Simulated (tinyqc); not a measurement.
Worked calculation: extended Hueckel theory, for N2. One step of it, computed by the program tinyqc.

Task: Wolfsberg-Helmholz matrix. H_ij = K' S_ij (H_ii + H_jj)/2 for i != j (the diagonal keeps H_ii), with K' = 2.

overlap S, lower triangle:
```
            1N 2s    1N 2px    1N 2py     1N 2pz     2N 2s    2N 2px    2N 2py    2N 2pz
1N 2s    1.000000
1N 2px   0.000000  1.000000
1N 2py   0.000000  0.000000  1.000000
1N 2pz   0.000000  0.000000  0.000000   1.000000
2N 2s    0.508138  0.000000  0.000000   0.470891  1.000000
2N 2px   0.000000  0.334499  0.000000   0.000000  0.000000  1.000000
2N 2py   0.000000  0.000000  0.334499   0.000000  0.000000  0.000000  1.000000
2N 2pz  -0.470891  0.000000  0.000000  -0.292392  0.000000  0.000000  0.000000  1.000000
```

diagonal H_ii (eV): 1N 2s -26.000000, 1N 2px -13.400000, 1N 2py -13.400000, 1N 2pz -13.400000, 2N 2s -26.000000, 2N 2px -13.400000, 2N 2py -13.400000, 2N 2pz -13.400000

K = 2.000000

Give: H.

Result:

H (eV), lower triangle:
```
           1N 2s    1N 2px    1N 2py    1N 2pz     2N 2s    2N 2px    2N 2py    2N 2pz
1N 2s   -26.0000
1N 2px    0.0000  -13.4000
1N 2py    0.0000    0.0000  -13.4000
1N 2pz    0.0000    0.0000    0.0000  -13.4000
2N 2s   -26.4232    0.0000    0.0000  -18.5531  -26.0000
2N 2px    0.0000   -8.9646    0.0000    0.0000    0.0000  -13.4000
2N 2py    0.0000    0.0000   -8.9646    0.0000    0.0000    0.0000  -13.4000
2N 2pz   18.5531    0.0000    0.0000    7.8361    0.0000    0.0000    0.0000  -13.4000
```
